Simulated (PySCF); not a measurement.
Which level of theory gave which numbers?

Isothiofulminic acid, CHNS.
SMILES: `[C-]#[N+]S`

The closed-shell ground state was solved 4 times with PySCF (density fitting, gas phase), always in the pcSseg-2 basis (129 functions), with these functionals: B97-2, KT3, PBE0 and wB97X-D. Isolated species at its PBE0-D3(BJ)/def2-TZVP geometry, gas phase.

| row | total energy (Eh) | HOMO (eV) | LUMO (eV) | dipole (D) |
| --- | --- | --- | --- | --- |
| P | -491.3767 | -7.96 | -1.13 | 3.25 |
| Q | -491.6193 | -7.71 | -1.19 | 3.22 |
| R | -491.5905 | -9.81 | 0.73 | 3.23 |
| S | -495.8926 | -6.80 | -2.22 | 3.13 |

Which functional belongs to which row?

P = PBE0, Q = B97-2, R = wB97X-D, S = KT3. By rising HOMO–LUMO gap: KT3 (GGA) 4.58 eV; B97-2 (global hybrid, 21 % exact exchange) 6.52 eV; PBE0 (global hybrid, 25 % exact exchange) 6.83 eV; wB97X-D (range-separated hybrid) 10.54 eV. Total energies of different functionals aren't bounds to one another; each is stationary for its own functional.

Note: wB97X-D ran without an empirical dispersion term, which enters the total energy and its gradient alone.
